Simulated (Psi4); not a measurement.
Psi4 input (wB97X-D/6-311+G**):

```
memory 1500 MB

molecule {
-1 1
C     0.00080378   -0.02177211    0.41324146
C    -0.00024699   -0.78565312   -0.85206570
C    -0.00289049    0.75882242   -0.86330175
C     0.00340449   -0.09814573    1.74489492
H    -0.90817693   -1.28775662   -1.19152984
H     0.90811688   -1.28467239   -1.19490016
H     0.90395000    1.25679477   -1.21086112
H    -0.91270055    1.25370994   -1.20749014
H     0.00238584    0.94241549    2.14816769
symmetry c1
no_reorient
no_com
}

set {
  basis 6-311+G**
  reference rks
  scf_type df
  df_basis_scf def2-universal-jkfit
  dft_radial_points 99
  dft_spherical_points 590
  e_convergence 1e-8
  d_convergence 1e-7
  maxiter 150
}

e = energy('wb97x-d')
print_out(f'\nFINAL {e:.10f} DIPOLE {variable("CURRENT DIPOLE")[0]:.6f} {variable("CURRENT DIPOLE")[1]:.6f} {variable("CURRENT DIPOLE")[2]:.6f}\n')
```

From the last part of the output:

```
    One-Electron Energy =                -414.0850508293157759
    Two-Electron Energy =                 173.6293323082848872
    DFT Exchange-Correlation Energy =     -16.1224858689496244
    Empirical Dispersion Energy =          -0.0023203232250858
    VV10 Nonlocal Energy =                  0.0000000000000000
    Total Energy =                       -155.2885928877934134

Computation Completed

Properties will be evaluated at   0.000000,   0.000000,   0.000000 [a0]

Properties computed using the SCF density matrix

 Multipole Moments:

 ------------------------------------------------------------------------------------
     Multipole            Electronic (a.u.)      Nuclear  (a.u.)        Total (a.u.)
 ------------------------------------------------------------------------------------

 L = 1.  Multiply by 2.5417464519 to convert [e a0] to [Debye]
 Dipole X            :         -0.0058798           -0.0000000           -0.0058799
 Dipole Y            :          0.7404945           -0.0000001            0.7404944
 Dipole Z            :         -2.4910704            0.0000000           -2.4910703
 Magnitude           :                                                    2.5988070

 ------------------------------------------------------------------------------------

FINAL -155.2885928878 DIPOLE -0.005880 0.740494 -2.491070

*** Psi4 exiting successfully. Buy a developer a beer!
```

The dipole moment of an ion depends on the origin.
